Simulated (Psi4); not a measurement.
**UM06-2X/aug-cc-pVTZ run of OH (SMILES [OH])**

What is the vertical doublet–quartet gap of OH at UM06-2X/aug-cc-pVTZ? 

Program for the calculation: Psi4 1.11.

## 1. The system as given

OH: 2 atoms, total charge 0, spin state doublet. As SMILES, `[OH]`. The coordinates come from a PBE0-D4/def2-TZVP relaxation.

Bond lengths: O1–H2 0.973 Å.

## 2. A single-point energy at UM06-2X/aug-cc-pVTZ

Input file calc.inp:

```
memory 2.2 GB

molecule {
  0 2
  O      0.415880    -0.133150     0.214550
  H     -0.415880     0.133150    -0.214550
  symmetry c1
}

set basis aug-cc-pVTZ
set reference uks
set puream true
set e_convergence 1e-09
set d_convergence 1e-08
set scf_type pk
set dft_radial_points 99
set dft_spherical_points 590
set maxiter 100

result, w = energy("m06-2x", return_wfn=True)
oeprop(w, "LOWDIN_CHARGES", "MULLIKEN_CHARGES", "WIBERG_LOWDIN_INDICES", title="M06-2X")
```

Launch:

```console
$ psi4 calc.inp calc.out -n 1
```

calc.out:

```text
[...]
  Running in c1 symmetry.
[...]
  Nuclear repulsion =    4.350574239688279
[...]
  Multiplicity = 2
[...]
  Nalpha       = 5
  Nbeta        = 4
[...]
    Number of basis functions: 69
[...]
   @UKS iter   1:   -75.70269015804286   -5.01089e-01   4.03403e-03 ADIIS/DIIS
[...]
   @UKS iter  10:   -75.73381496320535   -4.33431e-12   9.89633e-09 DIIS
[...]
   @S^2 Observed:                7.530328233E-01
[...]
    Orbital Energies [Eh]
    ---------------------
    Alpha Occupied:
       1A    -19.700030     2A     -1.149325     3A     -0.568850
       4A     -0.507543     5A     -0.444757
    Alpha Virtual:
       6A     -0.007154     7A      0.086525     8A      0.103019
       9A      0.108768    10A      0.126851    11A      0.202815
      12A      0.208491    13A      0.210082    14A      0.335367
      15A      0.534328    16A      0.548179    17A      0.550208
      18A      0.619402    19A      0.625682    20A      0.736155
      21A      0.756620    22A      0.782207    23A      0.798498
      24A      0.851493    25A      0.853056    26A      0.878778
[...]
  @UKS Final Energy:   -75.73381496320535
   => Energetics <=
    Nuclear Repulsion Energy =              4.3505742396882789
    One-Electron Energy =                -112.5909858003274877
    Two-Electron Energy =                  36.7494130373303065
    DFT Exchange-Correlation Energy =      -4.2428164398964396
    Empirical Dispersion Energy =           0.0000000000000000
    VV10 Nonlocal Energy =                  0.0000000000000000
    Total Energy =                        -75.7338149632053330
[...]
 Multipole Moments:
 ------------------------------------------------------------------------------------
     Multipole            Electronic (a.u.)      Nuclear  (a.u.)        Total (a.u.)
 ------------------------------------------------------------------------------------
 L = 1.  Multiply by 2.5417464519 to convert [e a0] to [Debye]
 Dipole X            :          0.0000000            0.0000000            0.0000000
 Dipole Y            :          0.0000000           -0.0000000            0.0000000
 Dipole Z            :          0.1918193           -0.8578758           -0.6660565
 Magnitude           :                                                    0.6660565
[...]
  Mulliken Charges: (a.u.)
   Center  Symbol    Alpha    Beta     Spin     Total
       1     O     4.64784  3.64150  1.00633 -0.28934
       2     H     0.35216  0.35850 -0.00633  0.28934
   Total alpha =  5.00000, Total beta =  4.00000, Total charge =  0.00000
  Lowdin Charges: (a.u.)
   Center  Symbol    Alpha    Beta     Spin     Total
       1     O     4.09753  3.23331  0.86422  0.66916
       2     H     0.90247  0.76669  0.13578 -0.66916
  Total alpha =  5.00000, Total beta =  4.00000, Total charge = -0.00000
[...]
```

It took 7.2 s on 1 thread of Intel Xeon 6975P-C (Granite Rapids), shared host; peak memory 0.83 GiB.

## 3. The quartet at the same level

Input file input.json:

```json
{
 "schema_name": "qcschema_input",
 "schema_version": 1,
 "molecule": {
  "schema_name": "qcschema_molecule",
  "schema_version": 2,
  "symbols": ["O", "H"],
  "geometry": [0.7858993, -0.25161703, 0.40544074, -0.7858993, 0.25161703, -0.40544074],
  "molecular_charge": 0,
  "molecular_multiplicity": 4,
  "fix_symmetry": "c1"
 },
 "driver": "energy",
 "model": {
  "method": "m06-2x",
  "basis": "aug-cc-pVTZ"
 },
 "keywords": {
  "reference": "uks",
  "puream": true,
  "e_convergence": 1e-09,
  "d_convergence": 1e-08,
  "scf_type": "pk",
  "dft_radial_points": 99,
  "dft_spherical_points": 590,
  "maxiter": 100,
  "scf_properties": ["LOWDIN_CHARGES", "QUADRUPOLE", "DIPOLE"]
 }
}
```

Launch:

```console
$ psi4 --qcschema input.json -n 1 --memory 2200MB
```

stdout:

```text
[...]
  Running in c1 symmetry.
[...]
  Nuclear repulsion =    4.350574249077812
[...]
  Multiplicity = 4
[...]
  Nalpha       = 6
  Nbeta        = 3
[...]
    Number of basis functions: 69
[...]
   @UKS iter   1:   -75.41235667585913   -2.10756e-01   3.50558e-03 DIIS/ADIIS
[...]
   @UKS iter  11:   -75.45032325860953   -2.34195e-11   4.12915e-09 DIIS
[...]
   @S^2 Observed:                3.754172142E+00
[...]
    Orbital Energies [Eh]
    ---------------------
    Alpha Occupied:
       1A    -19.988921     2A     -1.413330     3A     -0.799838
       4A     -0.753606     5A     -0.753606     6A     -0.149660
    Alpha Virtual:
       7A      0.056988     8A      0.071084     9A      0.071084
      10A      0.105277    11A      0.158294    12A      0.200431
      13A      0.200431    14A      0.301297    15A      0.449983
      16A      0.449983    17A      0.466894    18A      0.564596
      19A      0.564596    20A      0.643713    21A      0.643713
      22A      0.696865    23A      0.713460    24A      0.783905
      25A      0.783905    26A      0.811972    27A      0.811972
[...]
  @UKS Final Energy:   -75.45032325860953
   => Energetics <=
    Nuclear Repulsion Energy =              4.3505742490778117
    One-Electron Energy =                -110.4380108566507488
    Two-Electron Energy =                  34.7814292979085735
    DFT Exchange-Correlation Energy =      -4.1443159489451560
    Empirical Dispersion Energy =           0.0000000000000000
    VV10 Nonlocal Energy =                  0.0000000000000000
    Total Energy =                        -75.4503232586095294
[...]
 Multipole Moments:
 ------------------------------------------------------------------------------------
     Multipole            Electronic (a.u.)      Nuclear  (a.u.)        Total (a.u.)
 ------------------------------------------------------------------------------------
 L = 1.  Multiply by 2.5417464519 to convert [e a0] to [Debye]
 Dipole X            :         -0.0000000            0.0000000           -0.0000000
 Dipole Y            :          0.0000000            0.0000000            0.0000000
 Dipole Z            :          2.0925501           -0.8578758            1.2346743
 Magnitude           :                                                    1.2346743
 L = 2.  Multiply by 1.3450342976 to convert [e a0^2] to [Debye ang]
 Quadrupole XX       :         -7.7854937            0.0000000           -7.7854937
 Quadrupole XY       :         -0.0000000            0.0000000           -0.0000000
[...]
```

The result, in JSON:

```text
{
 "driver": "energy",
 "model": {
  "method": "m06-2x",
  "basis": "aug-cc-pVTZ"
 },
 "success": true,
 "return_result": -75.45032325860953,
 "properties": {
  "calcinfo_nbasis": 69,
  "calcinfo_nmo": 69,
  "calcinfo_nalpha": 6,
  "calcinfo_nbeta": 3,
  "calcinfo_natom": 2,
  "nuclear_repulsion_energy": 4.350574249077812,
  "return_energy": -75.45032325860953,
  "scf_one_electron_energy": -110.43801085665075,
  "scf_two_electron_energy": 34.78142929790857,
  "scf_xc_energy": -4.144315948945156,
  "scf_dipole_moment": [-8.614337462362298e-15, 2.3881130157377716e-14, 1.2346743155120712],
  "scf_total_energy": -75.45032325860953,
  "scf_iterations": 11
 }
}
```

Run time: 7.8 s. Hardware: 1 thread of Intel Xeon 6975P-C (Granite Rapids), shared host; peak memory 0.84 GiB.

## 4. Summary of results

At UM06-2X/aug-cc-pVTZ:

| quantity | value |
| --- | --- |
| doublet: total energy | -75.73381 Eh |
| doublet: dipole moment | 1.69 D |
| doublet: HOMO energy (highest over α and β) | -11.10 eV |
| doublet: LUMO energy (lowest over α and β) | -2.96 eV |
| doublet: ⟨S²⟩ | 0.753 |
| quartet: total energy | -75.45032 Eh |
| quartet: dipole moment | 3.14 D |
| quartet: HOMO energy (highest over α and β) | -4.07 eV |
| quartet: ⟨S²⟩ | 3.754 |
| vertical energy of the quartet above the doublet | 7.714 eV |

What this shows: At this shape the quartet lies 7.71 eV (178 kcal/mol) above the doublet.
